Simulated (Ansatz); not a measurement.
## AlH5O (Al(H2O)H3): methods side by side

The species is AlH5O (7 atoms), meant as a singlet with charge 0. SMILES: `[H][Al]([H])([H])<-[OH2]`. Geometry: a GFN2-xTB relaxation, a rough one for these elements and not checked as a minimum.

Each level gives the vertical energy of the triplet above the singlet (eV). The values are calculated.

```json
{"level": "HF/STO-3G", "kind": "Hartree–Fock", "program": "Ansatz", "value (eV)": "10.92", "less FCI/STO-3G": "+0.11", "CPU time (all runs)": "0.34 s"}
{"level": "revPBE/STO-3G", "kind": "GGA", "program": "Ansatz", "value (eV)": "8.66", "less FCI/STO-3G": "-2.15", "CPU time (all runs)": "3.7 s"}
{"level": "PBE0/STO-3G", "kind": "global hybrid", "program": "Ansatz", "value (eV)": "9.59", "less FCI/STO-3G": "-1.22", "CPU time (all runs)": "3.3 s"}
{"level": "wB97X/STO-3G", "kind": "range-separated hybrid", "program": "Ansatz", "value (eV)": "10.23", "less FCI/STO-3G": "-0.58", "CPU time (all runs)": "16 s"}
{"level": "RPA@PBE/STO-3G", "kind": "RPA", "program": "Ansatz", "value (eV)": "9.55", "less FCI/STO-3G": "-1.26", "CPU time (all runs)": "5.2 s"}
{"level": "MP2/STO-3G", "kind": "perturbation theory", "program": "Ansatz", "value (eV)": "11.22", "less FCI/STO-3G": "+0.41", "CPU time (all runs)": "0.69 s"}
{"level": "BCCD(T)/STO-3G", "kind": "coupled cluster or CI", "program": "Ansatz", "value (eV)": "10.91", "less FCI/STO-3G": "+0.10", "CPU time (all runs)": "0.93 s"}
{"level": "CCSD/STO-3G", "kind": "coupled cluster or CI", "program": "Ansatz", "value (eV)": "11.00", "less FCI/STO-3G": "+0.19", "CPU time (all runs)": "0.83 s"}
{"level": "FCI/STO-3G", "kind": "exact in the basis", "program": "Ansatz", "value (eV)": "10.81", "less FCI/STO-3G": "0.00", "CPU time (all runs)": "36 s"}
```

FCI/STO-3G is exact within its basis and frozen core, so for wave-function methods in that basis the difference is their error; functionals converge differently with the basis, so for them it is only a difference. The values span 8.66 to 11.22 eV. A triplet this far above the singlet is often a Rydberg-like or dissociative state; sets without diffuse functions put Rydberg states too high. All rows use very small basis sets, so none should be taken for the real molecule's value. Times are those of the runs behind each value, whatever else they computed, on shared processors of several kinds: orders of magnitude only.
